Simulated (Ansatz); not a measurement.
# CH4SSi: the cost of one run

Program: Ansatz 0.2.0. Level of theory: RKS PBE/def2-mTZVP. These are calculated values, not measurements.

## (1) The structure to begin with

Bond lengths: Si1–C2 1.801 Å, C2–S3 1.651 Å, Si1–H4 1.436 Å, Si1–H5 1.531 Å, Si1–H6 1.531 Å, C2–H7 1.124 Å. Angles: Si1–C2–S3 118.1°, Si1–C2–H7 117.7°, S3–C2–H7 124.2°, C2–Si1–H4 113.7°, C2–Si1–H5 111.2°, C2–Si1–H6 113.9°, H4–Si1–H5 104.6°, H4–Si1–H6 109.2°, H5–Si1–H6 103.4°.

Structure file:

```xyz
7

Si   -0.6209    0.2235   -0.2323
C     1.0196   -0.3375    0.2539
S     1.1364   -1.4175    1.4976
H    -1.4739   -0.8294   -0.7083
H    -0.5455    1.2141   -1.3971
H    -1.3543    1.0123    0.8562
H     1.8998    0.0664   -0.3157
```

## (2) End point A

The input, input.yaml:

```yaml
crystal:
  periodic: [false, false, false]
  atoms:
    - { symbol: Si, position_ang: [-0.6209, 0.2235, -0.2323] }
    - { symbol: C, position_ang: [1.0196, -0.3375, 0.2539] }
    - { symbol: S, position_ang: [1.1364, -1.4175, 1.4976] }
    - { symbol: H, position_ang: [-1.4739, -0.8294, -0.7083] }
    - { symbol: H, position_ang: [-0.5455, 1.2141, -1.3971] }
    - { symbol: H, position_ang: [-1.3543, 1.0123, 0.8562] }
    - { symbol: H, position_ang: [1.8998, 0.0664, -0.3157] }
basis:
  gaussian: { orbitals: def2-mTZVP }
hamiltonian:
  xc: pbe
relax:
  f_tol: 0.02
  max_steps: 50
```

Command:

```console
> ansatz run input.yaml --threads 2 --pin off --max-ram 3072MiB --backend cpu --events-out ev --progress --plain --runs-dir out
```

**Question.** How long does this run take on 2 threads of AMD EPYC 9R45 (Zen 5), shared host, and how much memory does it need?

About 10 s, with a peak of 0.16 GiB.
